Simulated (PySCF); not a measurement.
Compound: C4H4N2.
Numbering: `[N:1]#[C:2][CH2:3][C:4]1=[N:5][CH2:6]1` (hydrogens: H7, H8 on C3; H9, H10 on C6)

Theory: EOM-IP-CCSD/aug-cc-pVDZ in PySCF, restricted Hartree–Fock reference, frozen core, non-relativistic, gas phase, PBE0-D3(BJ)/def2-SVP geometry.

Hartree–Fock orbital energies give these Koopmans values (eV): HOMO 11.51, HOMO-1 11.75, HOMO-2 13.08, HOMO-3 13.24, HOMO-4 14.98, HOMO-5 15.76, HOMO-6 17.35, HOMO-7 17.69.

Q: What vertical ionisation energies does EOM-IP-CCSD give?

A: 
```tsv
leading hole (HF orbital)	Koopmans (eV)	EOM-IP-CCSD (eV)	change (eV)	one-hole share
HOMO	11.51	10.62	-0.89	0.95
HOMO-1	11.75	11.45	-0.30	0.96
HOMO-2	13.08	12.74	-0.34	0.95
HOMO-3	13.24	12.96	-0.28	0.95
HOMO-5	15.76	13.32	-2.44	0.93
HOMO-4	14.98	13.93	-1.05	0.94
HOMO-7	17.69	15.77	-1.92	0.93
HOMO-6	17.35	16.15	-1.20	0.94
```

Q: Does the order of the lines follow the orbital energies?

A: No: the HOMO-5 hole (13.32 eV) falls below the HOMO-4 hole (13.93 eV); the HOMO-7 hole (15.77 eV) falls below the HOMO-6 hole (16.15 eV). The corrections run from -2.44 to -0.28 eV, with a mean of -1.05 eV over the 8 lines; no line lies above its Koopmans value.

Q: At what kinetic energies would He I light (21.22 eV) eject these electrons?

A: 10.60 eV (HOMO), 9.77 eV (HOMO-1), 8.48 eV (HOMO-2), 8.26 eV (HOMO-3), 7.90 eV (HOMO-5), 7.29 eV (HOMO-4), 5.45 eV (HOMO-7), 5.07 eV (HOMO-6).

Q: What total energy has the lowest final state, and which wavelength reaches it?

A: E(CCSD) + ionisation energy = -263.54010 + 0.39038 = -263.14972 Eh, at the geometry of the initial state. The threshold wavelength is 1239.84 eV nm/10.62 eV = 116.7 nm.

One root was sought for each valence orbital with −ε under 21 eV, eight at most, so deeper holes and satellites are missing; no vibrational structure.

The values belong to the conformer `[N:1]#[C:2][CH2:3][C:4]1=[N:5][CH2:6]1`: C2–C3–C4–N5 -137°.
